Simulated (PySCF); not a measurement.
Cyanoacetylene, C3HN.
Atom-mapped SMILES: `[CH:1]#[C:2][C:3]#[N:4]` (hydrogens: H5 on C1)

Method: PBE/6-31+G* geometry optimisation, gas phase (PySCF); density fitting, grid level 1; the optimiser is geomeTRIC in internal coordinates, started from a GFN2-xTB structure.

Step 0: E = -4608.7024 eV
```
atom  x, y, z in Å  |  force x, y, z in eV/Å
C1     -1.2745   -0.1733   -0.0006   -0.871  -0.114  -0.016
C2     -0.0816   -0.0110    0.0189    1.510   0.200   0.031
C3      1.2713    0.1722    0.0438   -3.458  -0.467  -0.070
N4      2.4085    0.3275    0.0654    3.883   0.526   0.075
H5     -2.3151   -0.3126   -0.0159   -1.064  -0.145  -0.019
```

Question: Estimate the geometry and energy of step 1. (The exact step hangs on the optimiser's Hessian estimate; all steps are aligned on step 0, rigid shifts and turns removed.)

Answer: E = -4608.7980 eV, largest force 0.200 eV/Å
```
atom  x, y, z in Å  |  force x, y, z in eV/Å
C1     -1.2869   -0.1742   -0.0007   -0.198  -0.026  -0.001
C2     -0.0759   -0.0105    0.0202   -0.003   0.001  -0.001
C3      1.2787    0.1735    0.0440   -0.039  -0.005   0.001
N4      2.4472    0.3325    0.0655    0.190   0.023   0.003
H5     -2.3544   -0.3184   -0.0173    0.049   0.007  -0.002
```

The energy changes by -0.0956 eV. The first-order estimate −F·Δx gives -0.1890 eV and the mean of the old and new forces, exact on a quadratic surface, -0.0983 eV. The step makes an angle of 55° with the force vector and moves no atom by more than 0.040 Å.

What follows is the cost of the whole optimisation. Time: 5.4 s; peak memory 0.32 GiB. Hardware: Arm Neoverse V2, one thread, shared host with 192 logical CPUs at a one-minute load of 102.
